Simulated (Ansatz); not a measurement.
## Relative energies of C3H8O2 isomers

2 of its isomers, all singlets with charge 0: A = dimethoxymethane `COCOC`; B = 1,3-propanediol `OCCCO`.

Shapes, held fixed at every level: PBE0-D4/def2-TZVP. Flexible molecules stand in one conformer, not always the lowest. Programs: Ansatz 0.2.0.

Enthalpies at 298 K in kJ/mol, with harmonic thermal terms from PBE0-D4/def2-TZVP. Measured gas-phase heats of formation: A CRC Handbook of Chemistry and Physics; B CRC Handbook of Chemistry and Physics.

```csv
level,kind,B − A
HF/def2-SVP,Hartree–Fock,-26.4
PBE-D4/def2-TZVPP,GGA,-44.0
r2SCAN-D4/def2-TZVPP,meta-GGA,-42.5
B3LYP-D4/def2-TZVPP,global hybrid,-38.6
MP2/def2-SVP,perturbation theory,-42.8
CCSD(T)/def2-SVP,coupled cluster or CI,-35.5
CCSD(T)/def2-TZVPP,coupled cluster or CI,-47.4
CCSD(T)/CBS estimate,coupled cluster or CI,-52.8
measured,experiment,-59.5
```

Experiment puts B lowest of these. All levels agree on that. Absolute errors: CCSD(T)/CBS estimate 6.7; CCSD(T)/def2-TZVPP 12.1; PBE-D4/def2-TZVPP 15.5; MP2/def2-SVP 16.7; r2SCAN-D4/def2-TZVPP 17.0; B3LYP-D4/def2-TZVPP 20.9; CCSD(T)/def2-SVP 24.0; HF/def2-SVP 33.1 kJ/mol. The CBS estimate extrapolates MP2 from def2-TZVPP and def2-QZVPP and adds CCSD(T) − MP2 in the triple-zeta set, cores frozen.
